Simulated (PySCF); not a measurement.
**input.py for SH**

File input.py (PySCF 2.14):

```python
from pyscf import gto, scf

mol = gto.M(
    atom='H 0 0 0; S 0 0 1.24',
    basis='def2-tzvpp',
    charge=0,
    spin=1,
    verbose=4,
)
mf = scf.UHF(mol)
mf.kernel()
mf.analyze()
print('orbital energies (hartree):', [e[max(0, n-3):n+3].round(4) for e, n in zip(mf.mo_energy, mol.nelec)])
```

```bash
$ OMP_NUM_THREADS=1 python input.py
```

The log (some set-up lines and the per-cycle HOMO/LUMO lines with their warnings removed):

```
PySCF version 2.14.0

[INPUT] Symbol           X                Y                Z      unit          X                Y                Z       unit  Magmom
[INPUT]  1 H      0.000000000000   0.000000000000   0.000000000000 AA    0.000000000000   0.000000000000   0.000000000000 Bohr   0.0
[INPUT]  2 S      0.000000000000   0.000000000000   1.240000000000 AA    0.000000000000   0.000000000000   2.343260394461 Bohr   0.0

nuclear repulsion = 6.82809304412903
number of shells = 20
number of NR pGTOs = 79
number of NR cGTOs = 56
basis = def2-tzvpp
ecp = {}

******** <class 'pyscf.scf.uhf.UHF'> ********
method = UHF
initial guess = minao
damping factor = 0
level_shift factor = 0
DIIS = <class 'pyscf.scf.diis.CDIIS'>
SCF conv_tol = 1e-09
SCF max_cycles = 50
number electrons alpha = 9  beta = 8
init E= -397.922303248593

cycle= 1 E= -398.076952204399  delta_E= -0.155  |g|= 0.141  |ddm|= 0.691
cycle= 2 E= -398.091663788518  delta_E= -0.0147  |g|= 0.0504  |ddm|= 0.128
cycle= 3 E= -398.093303126375  delta_E= -0.00164  |g|= 0.0186  |ddm|= 0.0454
cycle= 4 E= -398.093700997933  delta_E= -0.000398  |g|= 0.0054  |ddm|= 0.0245
cycle= 5 E= -398.093744802603  delta_E= -4.38e-05  |g|= 0.00153  |ddm|= 0.00895
cycle= 6 E= -398.093749212962  delta_E= -4.41e-06  |g|= 0.000576  |ddm|= 0.00283
cycle= 7 E= -398.09374992875  delta_E= -7.16e-07  |g|= 0.000236  |ddm|= 0.00119
cycle= 8 E= -398.093750050089  delta_E= -1.21e-07  |g|= 8.46e-05  |ddm|= 0.000567
cycle= 9 E= -398.093750066206  delta_E= -1.61e-08  |g|= 2.87e-05  |ddm|= 0.000234
cycle= 10 E= -398.093750068193  delta_E= -1.99e-09  |g|= 8.76e-06  |ddm|= 7.54e-05
cycle= 11 E= -398.09375006837  delta_E= -1.77e-10  |g|= 2.48e-06  |ddm|= 2.24e-05
Extra cycle  E= -398.093750068378  delta_E= -8.58e-12  |g|= 1.39e-06  |ddm|= 2.63e-06
converged SCF energy = -398.093750068378  <S^2> = 0.76382535  2S+1 = 2.0137779
**** SCF Summaries ****
Total Energy =                        -398.093750068378085
Nuclear Repulsion Energy =               6.828093044129034
One-electron Energy =                 -563.708699211195722
Two-electron Energy =                  158.786856098688588
Two-electron Coulomb Energy =          184.201350889864244
DFT Exchange-Correlation Energy =      -25.414494791175656
**** MO energy ****
                             alpha | beta                alpha | beta
MO #1   energy= -91.9773095700111  | -91.9674388117384  occ= 1 | 1
MO #2   energy= -8.98363242807699  | -8.97391577203122  occ= 1 | 1
MO #3   energy= -6.67960773850108  | -6.65684784939473  occ= 1 | 1
MO #4   energy= -6.66165971747833  | -6.65429780471748  occ= 1 | 1
MO #5   energy= -6.6596336905265   | -6.63778737460274  occ= 1 | 1
MO #6   energy= -1.00480968008738  | -0.915997266004979 occ= 1 | 1
MO #7   energy= -0.56698929396034  | -0.544365115809455 occ= 1 | 1
MO #8   energy= -0.470029100083238 | -0.379818427939558 occ= 1 | 1
MO #9   energy= -0.400850495219679 | 0.00840861920174873 occ= 1 | 0
MO #10  energy= 0.148808243226725  | 0.157647195071043  occ= 0 | 0
MO #11  energy= 0.289952222965535  | 0.306413967419047  occ= 0 | 0
MO #12  energy= 0.384712137203643  | 0.422236217264132  occ= 0 | 0
[44 lines left out]

To work with the spin densities directly, `use mulliken_meta_spin()` only printing them here.

 ** Mulliken spin pop alpha/beta on meta-lowdin orthogonal AOs **
 ** Mulliken Spin Density (per AO)  **
 ** Mulliken Spin Density (per atom)  **
spin density of  0 H =     -0.02134
spin density of  1 S =      1.02134
 ** Mulliken pop alpha/beta on meta-lowdin orthogonal AOs **
 ** Mulliken pop       alpha | beta **
pop of  0 H 1s        0.43718 | 0.45881
pop of  0 H 2s        0.00816 | 0.00857
pop of  0 H 3s        0.00089 | 0.00078
pop of  0 H 2px       0.00050 | 0.00006
pop of  0 H 2py       0.00090 | 0.00088
pop of  0 H 2pz       0.00338 | 0.00326
pop of  0 H 3px       0.00001 | 0.00000
pop of  0 H 3py       0.00001 | 0.00001
pop of  0 H 3pz       0.00043 | 0.00046
pop of  0 H 3dxy      0.00000 | 0.00000
pop of  0 H 3dyz      0.00002 | 0.00000
pop of  0 H 3dz^2     0.00045 | 0.00044
[44 lines left out]
In total             9.00000 | 8.00000
 ** Mulliken atomic charges   ( Nelec_alpha | Nelec_beta ) **
charge of  0H =      0.07477  (     0.45195      0.47329 )
charge of  1S =     -0.07477  (     8.54805      7.52671 )
Dipole moment(X, Y, Z, Debye): -0.00000, -0.00000, -0.91717
orbital energies (hartree): [array([-0.567 , -0.47  , -0.4009,  0.1488,  0.29  ,  0.3847]), array([-0.916 , -0.5444, -0.3798,  0.0084,  0.1576,  0.3064])]
```

In short: E(SCF) = -398.093750 Eh, 11 cycles, ⟨S²⟩ = 0.764, μz(SCF) = -0.92 D.

Run time: 1.1 s on 1 thread of Arm Neoverse V1 (shared host), peak memory 0.13 GiB.

The bond length is a typed value, not an optimised one. No search for the lowest solution was made.
